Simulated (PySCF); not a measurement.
Structure with atom numbers: `[CH3:1][C:2]([CH3:3])=[C:4]=[O:5]`; H(Xn) means a hydrogen on atom n.

- PBE0-D3(BJ)/def2-SVP geometry
- σ from GIAO-PBE/pcSseg-2
- run in PySCF 2.14.0 with density-fitted response routines
- rapidly exchanging positions averaged, in vacuum, a single conformation, non-relativistic

Chemical shifts δ = σref − σ; 13C and 1H vs TMS; 17O vs H2O, all at this level.

| atoms | nucleus | count | δ (ppm) |
| --- | --- | --- | --- |
| O5 | 17O | 1 | 375.6 |
| C4 | 13C | 1 | 209.0 |
| C1/C3 | 13C | 2 | 15.6 |
| H(C1)/H(C3) | 1H | 6 | ? |
| C2 | 13C | 1 | ? |

Q: Fill in the missing shifts.

A: 
- C2: 20.6 ppm, terminal carbon of a ketene
- H(C1)/H(C3): 1.68 ppm, hydrogen on an allylic methyl carbon; allylic position

Shifts are as computed, not scaled to solution data. Of 1211 compounds with measured shifts, 218 miss one by over three times the rms of a fit or turn the order of signals round; such compounds aren't used in these exercises. Unscaled 17O shifts of doubly bonded oxygen tend to come out too high, by tens of ppm or more. Experimental scales use liquid or dissolved standards, which lie at an offset from isolated H2O (liquid H2O: subtract about 36 ppm).
